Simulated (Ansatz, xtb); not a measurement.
## BHSSi: which of two structures lies lower

Structure X is `[SiH]B=S`, a singlet and structure Y is a singlet given by its coordinates. Both are isolated molecules in the gas phase, relaxed with PBE0-D3(BJ)/pcseg-1; the shapes shown needn't be the lowest conformers.

X (Å):

```xyz
4

B    -3.1979   -2.3280   -2.3439
S    -3.5007   -3.3848   -3.5352
Si   -2.9545   -1.0949   -0.7765
H    -1.8108   -0.3839   -1.4975
```

Y (Å):

| atom | x (Å) | y (Å) | z (Å) |
| --- | --- | --- | --- |
| B | -0.1715 | -0.7338 | 0.2511 |
| S | -0.7511 | 0.0514 | 1.7321 |
| Si | 0.4520 | 1.1367 | 0.2800 |
| H | -0.3198 | -1.8452 | -0.1534 |

Close contacts (Å): B1–S2 1.77, B1–Si3 1.97, S2–Si3 2.18, B1–H4 1.19.

Quicker runs give these differences E(Y) − E(X): GFN2-xTB −10.6 kcal/mol; HF/STO-3G −24.0 kcal/mol (at GFN2-xTB geometries); r2SCAN-D4/def2-SVP −25.2 kcal/mol (at GFN2-xTB geometries).

Task: Estimate E(Y) − E(X) at the level CCSD(T)/def2-TZVPP.

Result: Calculated at CCSD(T)/def2-TZVPP: E(Y) − E(X) = −20.2 kcal/mol, so structure Y lies lower.

How the difference moves with the method:

```tsv
level	geometry	E(Y) − E(X) (kcal/mol)	departure from the last row (kcal/mol)	job, with rough time for the two
GFN2-xTB	GFN2-xTB	−10.6	+9.6	optimisation, 0.28 s
HF/STO-3G	GFN2-xTB	−24.0	−3.8	single point, 0.18 s
r2SCAN-D4/def2-SVP	GFN2-xTB	−25.2	−5.0	single point, 1.9 s
PBE0-D3(BJ)/pcseg-1	PBE0-D3(BJ)/pcseg-1	−21.4	−1.2	optimisation, 11 s
HF/def2-TZVPP	PBE0-D3(BJ)/pcseg-1	−17.2	+3.0	part of the CCSD(T) run
MP2/def2-TZVPP	PBE0-D3(BJ)/pcseg-1	−23.3	−3.1	part of the CCSD(T) run
CCSD(T)/def2-TZVPP	PBE0-D3(BJ)/pcseg-1	−20.2		single point, 13 s
```

The levels shown agree on the order. The largest departure from CCSD(T)/def2-TZVPP is that of GFN2-xTB, 9.6 kcal/mol.

With harmonic frequencies from PBE0-D3(BJ)/pcseg-1 (ideal gas, rigid rotor, one conformer each, 600 K, 1 atm): on the last row, ΔE + ΔZPE = −18.3, ΔH = −19.2, ΔG = −17.0 kcal/mol.

The T1 diagnostic of structure X is large, so the coupled-cluster value is less sure. The correlated steps freeze 11 core orbitals. Run with Ansatz 0.2.0, xtb 6.7.1; the last row on 1 thread of Intel(R) Xeon(R) 6975P-C (Granite Rapids) on a shared host.
